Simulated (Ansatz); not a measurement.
System: rock-salt BaS. Method: r²SCAN in Ansatz (PAW).

A relaxed, unreconstructed slab of the (100) face has 8 atoms, two equal faces of 20.643 Å² each and an energy of -27499.5765 eV. A bulk cell of 4 atoms with the same orientation and in-plane k mesh has -13750.2626 eV. Energies are extrapolated to zero smearing.

Numerical settings: plane-wave cutoff 500 eV, 6×6×1 k mesh (along the axes of the cell as run), gaussian smearing 0.02 eV, scalar-relativistic PAW data made under PBE.

Worked out: γ = (E_slab − N E_bulk per atom)/2A = [-27499.5765 − 8 × (-13750.2626/4)]/(2 × 20.643) = 0.0230 eV/Å². With 16.022 J/m² per eV/Å² this is 0.37 J/m², or 0.47 eV per surface cell and face.

Ansatz is a quantum-chemistry and plane-wave program.
